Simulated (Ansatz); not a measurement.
A made-up structure of C2H6N (charge +1), closed shell:

```tsv
atom	x (Å)	y (Å)	z (Å)
C1	-0.6573	0.7812	-0.4101
C2	0.3371	-0.2777	-0.2904
N3	0.6396	-0.8603	0.8079
H4	-1.4122	0.4685	-1.1420
H5	-0.1756	1.6621	-0.8519
H6	-1.1330	1.0444	0.5336
H7	0.8720	-0.6144	-1.1770
H8	0.1905	-0.6097	1.6834
H9	0.9859	-1.1007	-0.1314
```

It is relaxed with PBE-D4/def2-SVP and then PBE0-D4/def2-TZVP (Ansatz 0.2.0). Atoms count as bonded within 1.22 times the sum of their covalent radii (H–H: 0.88 Å). The end point is not checked to be a true minimum.

**Question.** Does its bonding change? (A judgement: the text doesn't fix the answer.)

**Answer.** Computed: Yes. Formed: none; broken: C2–H9.

Where it ends: The first stage lowers the energy by 5.05 eV in 11 steps. It ends as C₂H₆N ([CH3][CH][NH2]), total charge +1:
```json
{"atom": "C1", "x (Å)": "-0.7156", "y (Å)": "0.8619", "z (Å)": "-0.4273"}
{"atom": "C2", "x (Å)": "0.2807", "y (Å)": "-0.2018", "z (Å)": "-0.4354"}
{"atom": "N3", "x (Å)": "0.6409", "y (Å)": "-0.8589", "z (Å)": "0.6018"}
{"atom": "H4", "x (Å)": "-1.5094", "y (Å)": "0.6003", "z (Å)": "-1.1377"}
{"atom": "H5", "x (Å)": "-0.2559", "y (Å)": "1.7721", "z (Å)": "-0.8317"}
{"atom": "H6", "x (Å)": "-1.1393", "y (Å)": "1.0582", "z (Å)": "0.5566"}
{"atom": "H7", "x (Å)": "0.7658", "y (Å)": "-0.4758", "z (Å)": "-1.3710"}
{"atom": "H8", "x (Å)": "0.2407", "y (Å)": "-0.6700", "z (Å)": "1.5156"}
{"atom": "H9", "x (Å)": "1.3391", "y (Å)": "-1.5927", "z (Å)": "0.5513"}
```

Labels in which every atom is bracketed show which atoms are joined, not bond orders.

For scale, one of the runs: PBE0-D4/def2-TZVP relaxation, 129 basis functions, launched by `ansatz run in.yaml --threads 2 --pin off --events-out ev --progress --plain --max-ram 4352MiB`. Hardware: 2 CPU threads of an Arm Neoverse V1, shared host. Wall time about 12 s.
